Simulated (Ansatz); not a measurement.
CO (carbon monoxide): a line through the functionals

CO has 2 atoms, charge 0, and is taken as a singlet. SMILES: `[C-]#[O+]`. The shape is that of a PBE0-D4/def2-TZVP optimisation.

The HOMO–LUMO gap y, in eV, basis aug-cc-pVTZ; a is the functional's share of exact exchange. Programs: Ansatz 0.2.0.

```
functional  program     a  y (eV)
      BLYP   Ansatz     0    7.10
    r2SCAN   Ansatz     0    7.83
     B3LYP   Ansatz   0.2    9.43
      PBE0   Ansatz  0.25       ?
   r2SCAN0   Ansatz  0.25   10.53
     BHLYP   Ansatz   0.5   12.77
```

Question: Fit y = c + s·a to the known rows and predict PBE0.

Answer: 
1. Means of the 5 rows: a = 0.1900, y = 9.532.
2. Σ(Δa)² = 0.172, Σ(Δa·Δy) = 1.8481, so the slope is 1.8481/0.172 = 10.745.
3. Intercept: 9.532 − (10.745) × 0.1900 = 7.490. The largest residual of the fit is 0.39.
4. PBE0: 7.490 + (10.745) × 0.25 = 10.18 eV.

The run gave 10.00 eV, so the prediction is off by +0.18 eV, within the scatter of the fit. Exact exchange lowers occupied levels and raises empty ones. The rows mix families of semi-local functionals, which the line can't see.
